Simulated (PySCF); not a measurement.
# Ionisation energy of Be by level of theory

Be [He] 2s2 (1S) → Be⁺ [He] 2s1 (2S), as a difference of total energies. All numbers are calculated (PySCF 2.14, no relativity, point nucleus, in pcseg-2). Correlated levels: valence: 1s2 frozen. The calculations carry no spin-orbit coupling.

```tsv
method	ionisation energy (eV)	error (eV)
UHF	8.022	-1.301
TPSS	9.063	-0.260
M06-2X	9.051	-0.272
MP2 (valence)	8.674	-0.649
SCS-MP2 (valence)	8.805	-0.518
CCSD (valence)	9.171	-0.152
```

Reference: 9.323 eV (measured; NIST Atomic Spectra Database, ionization energies).

Errors of the correlated levels include the incompleteness of this basis and the frozen core.

With two correlated electrons CCSD is exact in that space.
